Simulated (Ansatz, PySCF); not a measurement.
Molecule: CH₃O₂, charge 1, multiplicity 1. It need not be the lowest isomer of its formula. 
Coordinates optimised at B3LYP-D3(BJ)/def2-TZVP (Ansatz, a quantum-chemistry and plane-wave program):
```xyz
6

O     -1.0530    -0.4395    -0.1143
C     -0.1186     0.4143    -0.0448
O      1.1188     0.2095     0.1392
H     -0.8259    -1.3865    -0.0179
H     -0.4163     1.4547    -0.1573
H      1.4268    -0.7134     0.2450
```
Charge +1, spin multiplicity 1.

Total electronic energies in hartree. Cores are frozen in the correlated levels unless marked. Spin-orbit coupling is left out. Non-relativistic. Basis-set limits of correlation are two-point, X^-3; Hartree-Fock from the larger set. The bracket is a focal-point correction in the basis named.

```
level                                                     program  energy (Eh)
-------------------------------------------------  --------------  -----------
HF/cc-pVTZ                                                 Ansatz   -189.14072
HF/def2-TZVPD                                               PySCF   -189.14654
HF-D4/def2-TZVPD                                    PySCF + dftd4   -189.15346
PBE/def2-TZVPD                                             Ansatz   -189.93247
BLYP-D4/def2-TZVPD                                 Ansatz + dftd4   -190.10610
BLYP/def2-TZVPD                                            Ansatz   -190.10242
B97M-V/def2-TZVPD                                          Ansatz   -190.08823
PBE0/STO-3G                                                Ansatz   -187.33404
r2SCANh-D4/def2-TZVPD                              Ansatz + dftd4   -190.02751
HSE06/def2-TZVPD                                           Ansatz   -189.92220
CAM-B3LYP/def2-TZVPD                                       Ansatz   -190.06579
LC-wPBE-D3(BJ)/def2-TZVPD                          Ansatz + dftd3   -190.02342
LC-wPBE-D4/def2-TZVPD                              Ansatz + dftd4   -190.02321
B2GP-PLYP-D4/def2-TZVPD                            Ansatz + dftd4   -189.96900
MP2/6-31G*                                                 Ansatz   -189.52147
MP2/cc-pwCVTZ                                              Ansatz   -189.77105
RI-MP2/cc-pVTZ                                             Ansatz   -189.75785
RI-MP2/CBS(cc-pVTZ,cc-pVQZ)                                Ansatz    -189.8514
SCS-MP2/cc-pVTZ                                            Ansatz   -189.74710
CCSD/STO-3G                                                Ansatz   -186.76268
CCSD/6-31G*                                                Ansatz   -189.53767
CCSD(T)/cc-pwCVTZ                                          Ansatz   -189.80527
RI-MP2/CBS(cc-pVTZ,cc-pVQZ)+[CCSD(T)-MP2]/cc-pVTZ          Ansatz    -189.8864
```

Totals of different functionals don't rank their quality; only differences between species are comparable.
